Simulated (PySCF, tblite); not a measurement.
Compound: C3H7O (charge -1).
Bonds: C1–C2, C2–C3, C3–O4. Hydrogens: H5, H6, H7 on C1; H8, H9 on C2; H10, H11 on C3.

Computed with GFN2-xTB (tblite), gas phase: nudged elastic band of 9 images (0 to 8), spring 0.2 eV/Å², climbing image at the end, force threshold 0.05 eV/Å. The top image wasn't refined or checked by frequencies; at this threshold it can lie a kcal/mol or more above the true saddle point of the method.

Path: rotation about C2–C3 (chain CH2 carbon, sp3 carbon bound to oxygen), followed by the dihedral C1–C2–C3–O4.

Image 0 (start, dihedral 180°):
```
atom  x, y, z in Å
C1     -1.298   -0.013   -0.036
C2      0.100   -0.605   -0.134
C3      1.247    0.442    0.159
O4      2.456   -0.020    0.084
H5     -1.412    0.806   -0.747
H6     -1.470    0.386    0.964
H7     -2.071   -0.760   -0.245
H8      0.265   -1.010   -1.136
H9      0.208   -1.427    0.579
H10     1.019    1.318   -0.566
H11     0.964    0.886    1.192
```

Image 8 (end, +0.011 eV, dihedral -59°):
```
atom  x, y, z in Å
C1     -1.234   -0.001   -0.370
C2      0.026   -0.611    0.220
C3      1.198    0.454    0.204
O4      1.526    0.914   -0.962
H5     -0.953    0.486   -1.302
H6     -1.643    0.755    0.302
H7     -2.010   -0.748   -0.568
H8      0.338   -1.462   -0.392
H9     -0.150   -0.967    1.244
H10     0.851    1.259    0.961
H11     2.056   -0.077    0.775
```

Q: What do the inner images look like?

A: 
Image 1: +0.019 eV, dihedral -164°
```
atom  x, y, z in Å
C1     -1.299   -0.004   -0.079
C2      0.096   -0.614   -0.089
C3      1.245    0.441    0.170
O4      2.439    0.044   -0.145
H5     -1.368    0.759   -0.855
H6     -1.506    0.472    0.881
H7     -2.072   -0.758   -0.265
H8      0.292   -1.069   -1.064
H9      0.176   -1.399    0.669
H10     0.890    1.391   -0.391
H11     1.111    0.738    1.282
```

Image 2: +0.058 eV, dihedral -149°
```
atom  x, y, z in Å
C1     -1.298    0.001   -0.124
C2      0.090   -0.620   -0.048
C3      1.247    0.444    0.179
O4      2.390    0.137   -0.349
H5     -1.331    0.713   -0.949
H6     -1.531    0.541    0.796
H7     -2.073   -0.755   -0.287
H8      0.314   -1.133   -0.988
H9      0.130   -1.363    0.755
H10     0.798    1.442   -0.198
H11     1.269    0.596    1.327
```

Image 3: +0.097 eV, dihedral -134°
```
atom  x, y, z in Å
C1     -1.295    0.005   -0.169
C2      0.082   -0.624   -0.007
C3      1.247    0.448    0.188
O4      2.307    0.249   -0.530
H5     -1.291    0.665   -1.037
H6     -1.552    0.602    0.708
H7     -2.073   -0.753   -0.312
H8      0.331   -1.193   -0.907
H9      0.080   -1.319    0.840
H10     0.734    1.468    0.011
H11     1.434    0.457    1.330
```

Image 4 (top): +0.113 eV, dihedral -119°
```
atom  x, y, z in Å
C1     -1.289    0.007   -0.215
C2      0.074   -0.624    0.034
C3      1.244    0.451    0.196
O4      2.193    0.377   -0.684
H5     -1.248    0.614   -1.119
H6     -1.569    0.656    0.617
H7     -2.071   -0.751   -0.338
H8      0.345   -1.250   -0.820
H9      0.029   -1.265    0.922
H10     0.700    1.469    0.228
H11     1.595    0.320    1.292
```

Image 5: +0.100 eV, dihedral -104°
```
atom  x, y, z in Å
C1     -1.280    0.007   -0.260
C2      0.065   -0.621    0.074
C3      1.238    0.453    0.203
O4      2.053    0.517   -0.801
H5     -1.201    0.559   -1.195
H6     -1.580    0.707    0.523
H7     -2.067   -0.750   -0.363
H8      0.357   -1.302   -0.729
H9     -0.018   -1.201    1.002
H10     0.695    1.443    0.446
H11     1.742    0.190    1.214
```

Image 6: +0.066 eV, dihedral -89°
```
atom  x, y, z in Å
C1     -1.270    0.006   -0.303
C2      0.056   -0.614    0.114
C3      1.228    0.455    0.211
O4      1.895    0.667   -0.879
H5     -1.150    0.498   -1.266
H6     -1.586    0.756    0.425
H7     -2.061   -0.749   -0.385
H8      0.363   -1.349   -0.635
H9     -0.061   -1.129    1.077
H10     0.720    1.392    0.657
H11     1.870    0.070    1.099
```

Image 7: +0.031 eV, dihedral -74°
```
atom  x, y, z in Å
C1     -1.258    0.002   -0.345
C2      0.045   -0.605    0.153
C3      1.218    0.458    0.219
O4      1.725    0.822   -0.914
H5     -1.095    0.430   -1.331
H6     -1.587    0.801    0.323
H7     -2.055   -0.748   -0.406
H8      0.363   -1.391   -0.538
H9     -0.102   -1.052    1.146
H10     0.777    1.320    0.856
H11     1.974   -0.034    0.952
```

The largest changes of bonds and angles from start to top: C2–C3 1.580 → 1.598 Å, C3–H10 1.160 → 1.155 Å, C2–H9 1.094 → 1.096 Å, C3–C2–H9 107.8 → 109.9°, C3–C2–H8 107.8 → 106.4°, C2–C1–H5 110.2 → 109.4°. GFN2-xTB torsional profiles can miss by a kcal/mol or more and can put conformers in the wrong order.

Q: What do single points at PBE0/pcSseg-1 (PySCF, no dispersion term) give on some images?

A: 
```csv
image,GFN2-xTB E (eV),DFT E (eV),HOMO (eV),LUMO (eV)
0,0.000,0.000,1.02,5.74
2,0.058,0.092,1.05,5.77
4,0.113,0.187,1.08,5.83
6,0.066,0.069,0.99,5.93
8,0.011,-0.094,0.86,6.09
```

Energies count from image 0 at each level. At the GFN2-xTB top the DFT energy is 4.3 kcal/mol against 2.6; the geometries weren't optimised at the DFT level. An orbital of positive energy is held in place by the finite basis.

The cost below is that of the whole band run. On an Arm Neoverse V2 with one thread (shared host), this took 0.85 s of wall time and 0.18 GiB of memory at its peak.
